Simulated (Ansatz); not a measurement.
**triplet S2: levels of theory in one basis**

```xyz
2

S     0.0000    0.0000    0.0000
S     0.0000    0.0000    1.7500
```

Basis set: def2-SVP (spherical functions). Frozen core: 10 orbitals. Correlation on ROHF uses semicanonical orbitals with singles. Charge 0, multiplicity 3.

Computed with Ansatz (development build ahead of 0.2.0); each method stands on the lowest determinant of its kind that the runs found.

```csv
method,E − E(ROHF) (eV),<S²> of the determinant
ROHF,0.00,2.00
UHF,-0.27,2.03
UHF-MP2,-6.47,2.03
```

Problem. What does ROHF-MP2 give on the same scale?

Solution. -6.61 eV.

Problem. Is a single determinant a sound starting point here?

Solution. By this sign, yes. Unrestricted orbitals gain 0.27 eV and <S²> is 2.03 against 2.00 for a pure state.
